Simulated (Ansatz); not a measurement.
Molecule: trihydroxy(silyl)silane, H6Si2O3, charge 0, multiplicity 1. SMILES: O[Si](O)(O)[SiH3]
Geometry from a B3LYP-D3(BJ)/def2-TZVP (Ansatz, a first-principles code) optimisation:
```
Si
O 1 1.6402
H 2 0.9625 1 118.19
O 1 1.6439 2 108.61 3 43.17
H 4 0.9611 1 117.08 2 -145.82
O 1 1.6525 2 113.50 3 -72.30
H 6 0.9606 1 118.39 2 -61.60
Si 1 2.3384 2 105.40 3 165.16
H 8 1.4817 1 111.44 2 -55.13
H 8 1.4843 9 108.77 1 120.92
H 8 1.4852 9 108.75 10 117.33
```

B3LYP/LANL2DZ beside other levels, property by property. Conventions: atomisation electronic, to ground-state atoms; frozen cores in correlated levels; non-relativistic; open shells spin-unrestricted; spin-orbit terms left out; no dispersion term unless named; LANL2DZ with its own core potentials from Na on. CBS(X,Y): correlation extrapolated as X^-3; Hartree-Fock from the larger set. First-principles rows: single points at B3LYP-D3(BJ) geometries (Ansatz), with unscaled harmonic terms from B3LYP/6-31G* (Ansatz) at its own minima, enthalpies of formation by atomisation with measured atoms.

Coupled cluster (Ansatz) is a level with limits of its own, used here on species with T1 under 0.025 (0.045 for open shells) and stable references: (a) CCSD(T)/CBS(aug-cc-pV(T+d)Z,aug-cc-pV(Q+d)Z); (b) CCSD(T)/CBS(cc-pV(T+d)Z,cc-pV(Q+d)Z).

| property | B3LYP/LANL2DZ (Ansatz) | B3LYP/STO-3G (Ansatz) | B3LYP/def2-TZVPD (Ansatz) | B2PLYP-D3(BJ)/def2-TZVPD (Ansatz + dftd3) | to compare with |
|---|---|---|---|---|---|
| enthalpy of formation at 298 K (kcal/mol) | -112.5 | -276.4 | -205.2 | -209.1 | -229.1 coupled cluster (a) |
| atomisation energy (kcal/mol) | 850.4 | 1014.3 | 943.1 | 947.0 | 967.0 coupled cluster (a) |
| H-Si bond dissociation enthalpy at 298 K, to O[Si](O)(O)[SiH2] + H atom (kcal/mol) | 86.6 | 122.1 | 87.4 | 86.9 | 89.0 coupled cluster (b) |
| O-Si bond dissociation enthalpy at 298 K, to [OH] (HO) + O[Si](O)[SiH3] (kcal/mol) | 107.7 | 107.2 | 124.5 | 129.6 | 134.9 coupled cluster (a) |

As the rows show:
- enthalpy of formation at 298 K: B3LYP/LANL2DZ lies 116.6 kcal/mol above coupled cluster.
- atomisation energy: B3LYP/LANL2DZ lies 116.6 kcal/mol below coupled cluster.
- H-Si bond dissociation enthalpy at 298 K, to O[Si](O)(O)[SiH2] + H atom: B3LYP/LANL2DZ lies 2.4 kcal/mol below coupled cluster.
- O-Si bond dissociation enthalpy at 298 K, to [OH] (HO) + O[Si](O)[SiH3]: B3LYP/LANL2DZ lies 27.2 kcal/mol below coupled cluster.

The properties are those with a value to compare with, at most eight drawn at random. No case is left out for the size of its miss. Left out are saddle points of the reference geometry, anions that the best level run finds unbound, excited spin states, species near biochemistry, 298 K rows of species without real B3LYP wavenumbers, cases with under five habitual levels, runs that failed or that the program found above a lower state of the same kind, table entries that another table contradicts, and a share of species set aside by lot.
